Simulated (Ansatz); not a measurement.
SnH4, singlet in def2-TZVPP: errors against RCCSDT(Q)

Geometry: a PBE0/def2-TZVP stationary point for this spin, not checked as a minimum.

```json
{"atom": "Sn", "x (Å)": "0.0000", "y (Å)": "0.0000", "z (Å)": "0.0000"}
{"atom": "H", "x (Å)": "0.9788", "y (Å)": "0.9872", "z (Å)": "0.9851"}
{"atom": "H", "x (Å)": "-0.9890", "y (Å)": "-0.9799", "z (Å)": "0.9822"}
{"atom": "H", "x (Å)": "-0.9784", "y (Å)": "0.9802", "z (Å)": "-0.9924"}
{"atom": "H", "x (Å)": "0.9886", "y (Å)": "-0.9875", "z (Å)": "-0.9749"}
```

Basis def2-TZVPP with its core potentials; Ansatz 0.2.0. Only valence electrons are correlated (noble-gas cores and the filled d shells of p-block atoms frozen), which leaves 8 electrons in 97 orbitals. Prefix R: restricted or restricted open-shell reference. Active spaces: pair = (2e, 2o) about the gap; valence = (8e, 8o) chosen from the atoms' valence shells. No spin–orbit coupling is included; scalar relativity enters through the core potentials alone.

Full CI isn't at hand for all of this; RCCSDT(Q) serves as the reference, and is uncertain by the last step of the cluster series or more.

```
UHF ⟨S²⟩                          : 0.000
T1 diagnostic (RCCSD)             : 0.0099
largest doubles amplitude (RCCSD) : 0.025
```

```csv
level,E − E(RHF) (eV)
RMP2,-3.4756
RCCSD,-4.2651
RCCSD(T),-4.3499
```

Estimate how far RCCSDT(Q) in def2-TZVPP lies from RCCSD(T). The table doesn't fix it; the size of (T) and the diagnostics are the guide.

RCCSDT(Q) in def2-TZVPP lies 1.9 kJ/mol below RCCSD(T), which is 24 % of the (T) step (-8.2 kJ/mol). The diagnostics are small and one determinant leads, so the series closes fast and only a small part of (T) is left.

The other levels:

| level | E − E(RCCSDT(Q)) (kJ/mol) | share of correlation (%) | wall time |
| --- | --- | --- | --- |
| BCCD(T) | 1.9 | 99.56 | 2.7 s |
| RCCSDT | 0.2 | 99.95 | – |
| CASSCF (pair space) | 382.6 | 9.25 | – |
| NEVPT2 (pair space) | 86.5 | 79.49 | 1.9 s (H100) |
| CASSCF (valence space) | 261.6 | 37.96 | – |
| NEVPT2 (valence space) | 76.6 | 81.84 | 3.4 s (H100) |

The correlation energy at RCCSDT(Q), counted from RHF, is -4.370 eV. That run took 2.7 s on 2 threads of AMD EPYC 7R13 with a shared H100 80 GB, shared host.

Times hold each run's SCF and search for its determinant on a shared host, so for small cases they say little of a method's own cost; rows without a card ran on 1 thread of AMD EPYC 7R13. Some runs computed forces too.

Natural occupations of CASSCF (valence space) about the gap: 1.985 1.969 1.969 1.969 0.041 0.022 0.022 0.022; effectively unpaired electrons, Σ n²(2−n)², 0.02.
